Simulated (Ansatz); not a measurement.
## CH₂⁺, quartet: reading a ladder of total energies

Geometry: that of the CH2, triplet, kept fixed. The doublet lies 5.2 eV lower here.

```xyz
3

C     0.0000   -0.0596    0.0000
H     0.0000    0.3549   -0.9962
H     0.0000    0.3549    0.9962
```

Basis cc-pVDZ; Ansatz 0.2.0. Only valence electrons are correlated (noble-gas cores frozen), which leaves 5 electrons in 23 orbitals. Prefix R: restricted or restricted open-shell reference; prefix U: unrestricted.

Full CI is exact within this basis and frozen core; it isn't the basis-set limit. The frozen core follows each run's orbitals, which can shift R against U totals by a few meV.

UCCSD has a T1 diagnostic of 0.011 and a largest doubles amplitude of 0.07.

Runs differ by some tens of microhartree through their thresholds and, for an open shell, their frozen cores, so the step to full CI, which has another core, is uncertain by up to 0.1 kcal/mol.

```json
{"level": "UHF", "total energy (hartree)": "-38.386555"}
{"level": "UMP2", "total energy (hartree)": "-38.456289"}
{"level": "UCCSD", "total energy (hartree)": "-38.475156"}
{"level": "UCCSD(T)", "total energy (hartree)": "-38.476712"}
{"level": "UCCSDT", "total energy (hartree)": "-38.477080"}
{"level": "UCCSDT(Q)", "total energy (hartree)": "-38.477128"}
{"level": "UCCSDTQ", "total energy (hartree)": "-38.477140"}
{"level": "full CI", "total energy (hartree)": "-38.477058"}
```

Problem. What is the correlation energy at full CI, and what share of it do UMP2 and UCCSD recover?

Solution. E(corr) = -38.477058 − (-38.386555) = -0.090503 hartree = -2.463 eV. UMP2: -0.069734 / -0.090503 = 77.05 %. UCCSD: -0.088601 / -0.090503 = 97.90 %.

Problem. By how many kcal/mol does UCCSD(T) miss full CI (1 hartree = 627.509 kcal/mol), and which steps make up the rest?

Solution. -38.476712 − (-38.477058) = 0.000346 hartree = 0.22 kcal/mol. Steps: UCCSDT − UCCSD(T) = -0.23, UCCSDT(Q) − UCCSDT = -0.03, UCCSDTQ − UCCSDT(Q) = -0.01, full CI − UCCSDTQ = 0.05 kcal/mol. That is within 1 kcal/mol of the reference in this basis, which itself misses far more of the correlation at the basis-set limit.
